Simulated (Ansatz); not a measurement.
The structure comes from a relaxation in the same program, started in the bcc type, and has space group Im-3m. Whether it is a known phase or the ground state wasn't checked.

Below is the log of a run of Ansatz 0.2.0.

```
Mo: projections on atomic orbitals take those of the free atom 1s2 2s2 2p6 3s2 3p6 3d10 4s2 4p6 4d5 5s1, of charge +0.00 (hamiltonian.pseudopotentials.projection_atoms)
LAPW: plane waves up to 8.393 Å⁻¹, error target 5.0e-4 eV per atom; small_component_spin mean_spin; Mo in spheres of 1.368 Å, 30 of its electrons in bands, Dirac shells []
Engine: ansatz 0.2.0
Pseudopotentials: kind: all_electron
Pseudopotential: Mo, LAPW, valence charge 30, Koelling and Harmon's equation, gaussian nucleus
Functional definition: PBE
  parameter kappa = 0.804
  parameter beta = 0.06672455060314922
  exchange = pbe_x(kappa = kappa, mu = beta*pi^2/3)
  correlation = pbe_c(beta = beta)
Crystal: 1 atoms, lattice volume = 15.778 Å³
Basis set: ecut = 268.41334682891846 eV, 141 PW (Γ), exchange–correlation at level 2
Bands: 19, of which v1, the nominal top of the filled ones, is band 15 counted from 1 (14 counted from 0)
Symmetry: 48 space group operations
Space group: Im-3m (ITA 229), of the structure as read, at distance tolerance 2.5e-5 Å
k-points: 145 of 4096
Non-local potential: Mo, projectors of the file, none
Initial density: superposition of atomic densities (chi_scale 0.1, normalization cell)
Initial wavefunctions: plane waves of lowest kinetic energy (no species holds an atomic orbital)
Functional: x = pbe(κ = 0.804, μ = 0.2195149727645171), c = pbe(β = 0.06672455060314922)
iter 1 solved again at ethr=9.44e-4 eV; its pass at ethr=1.00e-1 eV (dr2=2.83e-1 eV) is discarded
SCF iter   1: F=—  HF=-110178.468947 eV  |F-HF|=—  |Δ(HF+E_count)|=         —  Δρ=5.52e-2  dr2=2.84e-1  ethr=9.44e-4  ⟨swp⟩=2.4  Hψ=16936  notcnv=0
preconditioner: auto → Kerker (q_TF=auto, 3.037 Å⁻¹)  [metal: Δε(μ)=0.037 eV  Ē_g=8.559 eV  σ=0.030 eV  W_gap=0.29  n_scr=12 (ndim 8)  ℏωp=22.9 eV  f_vac=0.000  D(μ)=0.58/eV (n_scr^D=0)]
SCF iter   2: F=—  HF=-110177.868806 eV  |F-HF|=—  |Δ(HF+E_count)|=   6.00e-1  Δρ=2.24e-2  dr2=5.50e-2  ethr=9.44e-4  ⟨swp⟩=2.2  Hψ=8540  notcnv=0
SCF iter   3: F=—  HF=-110177.853055 eV  |F-HF|=—  |Δ(HF+E_count)|=         —  Δρ=1.32e-2  dr2=2.29e-2  ethr=1.83e-4  ⟨swp⟩=2.0  Hψ=8062  notcnv=0
the basis was enlarged: its passes take 944.6 KiB over the memory plan, 1 of 1 planned eigensolver slots
SCF iter   4: F=—  HF=-110177.852429 eV  |F-HF|=—  |Δ(HF+E_count)|=   6.26e-4  Δρ=4.97e-3  dr2=4.15e-3  ethr=7.63e-5  ⟨swp⟩=2.0  Hψ=7624  notcnv=0
iter 5 solved again at ethr=1.01e-6 eV; its pass at ethr=1.38e-5 eV (dr2=3.03e-4 eV) is discarded
SCF iter   5: F=—  HF=-110177.853027 eV  |F-HF|=—  |Δ(HF+E_count)|=   5.98e-4  Δρ=1.36e-3  dr2=3.03e-4  ethr=1.01e-6  ⟨swp⟩=2.0  Hψ=13517  notcnv=0
SCF iter   6: F=—  HF=-110177.853028 eV  |F-HF|=—  |Δ(HF+E_count)|=   4.84e-7  Δρ=2.82e-4  dr2=6.76e-6  ethr=1.01e-6  ⟨swp⟩=2.0  Hψ=7988  notcnv=0
SCF iter   7: F=-110177.853029 eV  HF=-110177.853029 eV  |F-HF|=1.69e-8  |Δ(HF+E_count)|=   9.75e-7  Δρ=2.47e-5  dr2=3.81e-8  ethr=2.25e-8  ⟨swp⟩=2.0  Hψ=7988  notcnv=0
SCF 1 converged in 7 iterations: F = -110177.853029 eV  dr2 = 3.81e-8
NSCF: frozen V_eff on 57 k-points
SCF converged after 7 iterations
Free energy (F): -110177.853029 eV
Harris-Foulkes:  -110177.853029 eV  (|F-HF|=1.69e-8)
Internal energy: -110177.851882 eV  (E = F + TS)
E sigma→0 (E₀):  -110177.852455 eV
Entropy (-TS):   -0.001146 eV (-1.146 meV/atom)
Fermi energy:    23.198725 eV
--- Per-component energies (eV) ---
  E_band       = -4087.097792
  E_kinetic    = 114177.919994
  E_xc         = -3371.103535
  E_electrostatic = -220984.668341  (all electrons and nuclei)
  E_smearing   = -0.001146  (= −TS)
  E_closure    = 0.000000  (closes the sum)
  E_atoms      = -110166.923224  (free atoms, spherical and without spin; not in F)
  Σ components = -110177.853029   (vs F -110177.853029, Δ=0.00e0)
  Basis errors (estimates in eV, not in F): energy 1.1e-4 per atom: plane waves 9.4e-5 (4.9e-5 summed), levels above the bands 4.7e-133, relativity 4.8e-8, radial functions 1.9e-5, core shells 1.5e-7; eigenvalues (radial functions only) 2.5e-6; not estimated: angular momenta, meshes, grids; target (lapw.basis_error) 5.0e-4; muffin-tin radii Mo 1.368 Å
--- Forces (eV/Å), atoms counted from 1 ---
  atom   1  Mo    -0.00000000     0.00000000    -0.00000000
  max |Σ_I F_I| component: 4.60e-31 eV/Å
--- Stress (GPa, compression-positive) ---
       -0.013229      -0.000000       0.000000
       -0.000000      -0.013229       0.000000
        0.000000       0.000000      -0.013229
  P = ⅓ Tr σ = -0.0132 GPa (-0.132 kbar)
--- Band table (eV; the first three rows and the last of 145) ---
  k-point 0: bands = ["-352.6826", "-352.6826", "-352.6826", "-194.5815", "-194.5815", "-194.5525", "-194.5525", "-194.5525", "-38.0759", "-11.3561", "-11.3561", "-11.3561", "16.0011", "21.8575", "21.8575", "21.8575", "24.8466", "24.8466", "37.8759"]
  k-point 1: bands = ["-352.6826", "-352.6826", "-352.6826", "-194.5815", "-194.5815", "-194.5525", "-194.5525", "-194.5525", "-38.0664", "-11.4115", "-11.3732", "-11.3565", "16.1721", "21.7612", "21.8416", "22.0176", "24.7053", "24.8491", "38.0021"]
  k-point 2: bands = ["-352.6826", "-352.6826", "-352.6826", "-194.5815", "-194.5815", "-194.5525", "-194.5525", "-194.5525", "-38.0393", "-11.5675", "-11.4217", "-11.3576", "16.6535", "21.4988", "21.7680", "22.4895", "24.4197", "24.8647", "38.2799"]
  k-point 144: bands = ["-352.6826", "-352.6826", "-352.6826", "-194.5815", "-194.5815", "-194.5525", "-194.5525", "-194.5525", "-37.6419", "-12.2947", "-12.2947", "-12.2947", "17.8354", "17.8354", "27.1290", "27.1290", "27.1290", "32.1769", "32.1769"]
--- Löwdin populations: 1 site ---
  site symbol       q [e]
     0     Mo     41.9299
  spilling = 0.001669 (of n_electrons = 42.000000)
```

The cell and starting positions:

```
CELL_PARAMETERS angstrom
-1.58002 1.58002 1.58002
1.58002 -1.58002 1.58002
1.58002 1.58002 -1.58002
ATOMIC_POSITIONS crystal
Mo 0.00000 0.00000 0.00000
```

Parts of the input that the log doesn't repeat:

```yaml
  band_path:
    path:
      - [0.0, 0.0, 0.0]
      - [0.5, -0.5, 0.5]
      - [0.0, 0.0, 0.5]
      - [0.0, 0.0, 0.0]
      - [0.25, 0.25, 0.25]
      - [0.5, -0.5, 0.5]
      - [0.25, 0.25, 0.25]
      - [0.0, 0.0, 0.5]
    npoints: 8
output:
  forces: true
  stress: true
  eigenvalues: true
  fatbands: true
  populations: true
  dos: { projected: true, de: 0.2, e_range: [-14, 8] }
```

Q: Write the input that produced this log.

A: 
```yaml
crystal:
  lattice:
    - [-1.5800170238, 1.5800170238, 1.5800170238]
    - [1.5800170238, -1.5800170238, 1.5800170238]
    - [1.5800170238, 1.5800170238, -1.5800170238]
  atoms:
    - { symbol: Mo, position: [0.0, 0.0, 0.0] }
kpoints:
  mp_grid: { grid: [16, 16, 16] }
  band_path:
    path:
      - [0.0, 0.0, 0.0]
      - [0.5, -0.5, 0.5]
      - [0.0, 0.0, 0.5]
      - [0.0, 0.0, 0.0]
      - [0.25, 0.25, 0.25]
      - [0.5, -0.5, 0.5]
      - [0.25, 0.25, 0.25]
      - [0.0, 0.0, 0.5]
    npoints: 8
scf:
  occupations: { method: fermi_dirac, width: 0.03 }
hamiltonian:
  xc: pbe
  pseudopotentials: { kind: all_electron, lapw: { basis_error: 0.0005 } }
output:
  forces: true
  stress: true
  eigenvalues: true
  fatbands: true
  populations: true
  dos: { projected: true, de: 0.2, e_range: [-14, 8] }
```
This is the input that was run; digits and keys that the log doesn't show could differ in an equivalent one.
